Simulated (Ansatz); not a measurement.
Process, species as SMILES: N#P (N-P) + 3 [H][H] (H2) → N (NH3) + P (PH3)
B3LYP-D3(BJ)/def2-TZVP geometries, fixed; electronic energies without zero-point terms.
Largest species:
```xyz
4

N      0.0022    -0.0038     0.1116
H     -0.0020     0.9512    -0.2281
H      0.8095    -0.4644    -0.2929
H     -0.8232    -0.4600    -0.2599
```

Basis-set convergence of the energy of full hydrogenation at HF with Ansatz (a first-principles code). Cartesian d functions, on some or all atoms, in 6-31G*, 6-31G**; all else is spherical. A restricted Hartree-Fock determinant is unstable towards unrestricted orbitals. No added dispersion term, no relativity. Functions are those of the species that has most. Reference: the value in aug-pcseg-3, -81.37 kcal/mol, itself unsure by roughly 0.09 kcal/mol (its mean distance from aug-cc-pV(Q+d)Z, def2-QZVPPD, pcseg-3). Deviations are taken from unrounded values.

```json
[
 {"basis": "def2-SV(P)", "functions": "32", "energy of full hydrogenation (kcal/mol)": "-78.00", "minus reference (kcal/mol)": "3.37"},
 {"basis": "6-31G*", "functions": "34", "energy of full hydrogenation (kcal/mol)": "-79.54", "minus reference (kcal/mol)": "1.83"},
 {"basis": "6-31G**", "functions": "34", "energy of full hydrogenation (kcal/mol)": "-81.88", "minus reference (kcal/mol)": "-0.51"},
 {"basis": "cc-pV(D+d)Z", "functions": "38", "energy of full hydrogenation (kcal/mol)": "-83.64", "minus reference (kcal/mol)": "-2.27"},
 {"basis": "aug-cc-pV(D+d)Z", "functions": "59", "energy of full hydrogenation (kcal/mol)": "-85.97", "minus reference (kcal/mol)": "-4.60"},
 {"basis": "6-311++G(2d,2p)", "functions": "65", "energy of full hydrogenation (kcal/mol)": "-82.54", "minus reference (kcal/mol)": "-1.17"},
 {"basis": "def2-TZVP", "functions": "68", "energy of full hydrogenation (kcal/mol)": "-80.42", "minus reference (kcal/mol)": "0.95"},
 {"basis": "pcseg-2", "functions": "76", "energy of full hydrogenation (kcal/mol)": "-82.76", "minus reference (kcal/mol)": "-1.39"},
 {"basis": "def2-TZVPD", "functions": "80", "energy of full hydrogenation (kcal/mol)": "-80.62", "minus reference (kcal/mol)": "0.75"},
 {"basis": "cc-pV(T+d)Z", "functions": "81", "energy of full hydrogenation (kcal/mol)": "-80.90", "minus reference (kcal/mol)": "0.47"},
 {"basis": "def2-TZVPP", "functions": "84", "energy of full hydrogenation (kcal/mol)": "-81.77", "minus reference (kcal/mol)": "-0.40"},
 {"basis": "jun-cc-pV(T+d)Z", "functions": "90", "energy of full hydrogenation (kcal/mol)": "-81.66", "minus reference (kcal/mol)": "-0.29"},
 {"basis": "def2-TZVPPD", "functions": "99", "energy of full hydrogenation (kcal/mol)": "-81.91", "minus reference (kcal/mol)": "-0.54"},
 {"basis": "6-311++G(3df,3pd)", "functions": "101", "energy of full hydrogenation (kcal/mol)": "-81.30", "minus reference (kcal/mol)": "0.07"},
 {"basis": "aug-pcseg-2", "functions": "119", "energy of full hydrogenation (kcal/mol)": "-82.06", "minus reference (kcal/mol)": "-0.69"},
 {"basis": "aug-cc-pV(T+d)Z", "functions": "124", "energy of full hydrogenation (kcal/mol)": "-81.66", "minus reference (kcal/mol)": "-0.29"},
 {"basis": "def2-QZVPP", "functions": "160", "energy of full hydrogenation (kcal/mol)": "-81.25", "minus reference (kcal/mol)": "0.12"},
 {"basis": "aug-pcseg-3", "functions": "236", "energy of full hydrogenation (kcal/mol)": "-81.37", "minus reference (kcal/mol)": "0.00"}
]
```
